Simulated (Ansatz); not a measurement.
# SiH4O (triplet): the correlation ladder at distance Si1–H5 along a hydrogen transfer = 1.692 Å, cc-pVDZ

Aim: climb from Hartree-Fock through coupled cluster and multireference methods for SiH4O (triplet) at one geometry and basis, and see what each rung misses.

Method: cc-pVDZ, core rule «outside noble gas», up to 6 orbitals frozen; program: Ansatz 0.2.0, Gaussian basis.

Plan: UHF; CCSD(T) on ROHF; CCSD(T) on UHF; BCCD(T) on ROHF; CISD; CCSDT(Q) on ROHF; CCSDT(Q) on UHF; CASSCF and MRCISD+Q, 4 electrons in 4 orbitals; CASSCF and NEVPT2, 4 electrons in 4 orbitals.

10 further runs of the same task are left out: 1 for a mislabelled method, 9 that didn't finish.

**1. What is computed**

The geometry derives from fragments relaxed apart (PBE0/def2-TZVP) and kept rigid, so it is no stationary point. A hydrogen atom is moved between rigid fragments.

6 atoms, charge 0, spin multiplicity 3.

Atoms are counted from 1 here; the program's logs count them from 0.

Bond lengths: Si1–H2 1.485 Å, Si1–H3 1.485 Å, Si1–H4 1.485 Å, Si1–H5 1.692 Å, H5–O6 1.146 Å. Angles: H2–Si1–H3 109.5°, H2–Si1–H4 109.5°, H2–Si1–H5 109.5°, H3–Si1–H4 109.5°, H3–Si1–H5 109.5°, H4–Si1–H5 109.5°, Si1–H5–O6 180.0°.

Coordinates:

```
atom     x (Å)     y (Å)     z (Å)
 Si1  -0.94802   0.00000   0.00000
  H2  -1.44289   1.39971   0.00000
  H3  -1.44289  -0.69985   1.21218
  H4  -1.44289  -0.69985  -1.21218
  H5   0.74399   0.00000   0.00000
  O6   1.88999   0.00000   0.00000
```

**2. UHF**

File in.yaml:

```yaml
crystal:
  periodic: [false, false, false]
  atoms:
    - {symbol: Si, position_ang: [-0.948015, 0.000000, 0.000000]}
    - {symbol: H, position_ang: [-1.442887, 1.399708, 0.000000]}
    - {symbol: H, position_ang: [-1.442887, -0.699854, 1.212183]}
    - {symbol: H, position_ang: [-1.442887, -0.699854, -1.212183]}
    - {symbol: H, position_ang: [0.743985, 0.000000, 0.000000]}
    - {symbol: O, position_ang: [1.889985, 0.000000, 0.000000]}
basis:
  gaussian: {orbitals: cc-pVDZ}
magnetization: {spin_polarized: true, initial_magnetization: 2}
hamiltonian: {xc: hf}
output: {orbitals: {seedname: orbitals}}
```

On the command line:

```sh
$ ansatz run in.yaml --threads 1 --pin off --events-out ev --progress --plain --max-ram 2393MiB
```

The runs that follow: CCSD(T) on ROHF; CCSD(T) on UHF; BCCD(T) on ROHF; CISD; CCSDT(Q) on ROHF; CCSDT(Q) on UHF; CASSCF and MRCISD+Q, 4 electrons in 4 orbitals; CASSCF and NEVPT2, 4 electrons in 4 orbitals.

Q: Predict the results of all the runs planned. Wanted: UCCSDT(Q) below the RHF energy; RMP2 from UCCSDT(Q); UMP2 from UCCSDT(Q); RCCSD from UCCSDT(Q); RCCSD(T) from UCCSDT(Q); UCCSD(T) from UCCSDT(Q); RCCSDT(Q) from UCCSDT(Q); NEVPT2 pair from UCCSDT(Q); MRCISD+Q pair from UCCSDT(Q).

The runs gave:

| quantity | value |
| --- | --- |
| UCCSDT(Q) below the RHF energy | -8.5685 eV |
| RMP2 from UCCSDT(Q) | +122.7 kJ/mol |
| UMP2 from UCCSDT(Q) | +133.9 kJ/mol |
| RCCSD from UCCSDT(Q) | +18.7 kJ/mol |
| RCCSD(T) from UCCSDT(Q) | +3.8 kJ/mol |
| UCCSD(T) from UCCSDT(Q) | +3.8 kJ/mol |
| RCCSDT(Q) from UCCSDT(Q) | +0.1 kJ/mol |
| NEVPT2 pair from UCCSDT(Q) | +124.6 kJ/mol |
| MRCISD+Q pair from UCCSDT(Q) | +8.4 kJ/mol |
| levels within 1 kcal/mol (43 meV) | RCCSD(T), UCCSD(T), BCCD(T), RCCSDT, UCCSDT, RCCSDT(Q) |
| T1 diagnostic | 0.020 |

In words: RCCSD(T) misses by +3.8 kJ/mol, 0.5 % of the correlation energy. Of the multireference levels listed MRCISD+Q pair comes nearest in total energy (+8.4 kJ/mol), which doesn't show that its space is the better one. These misses are within one basis, not against nature; the frozen cores of restricted and unrestricted runs differ, which can shift their rows.
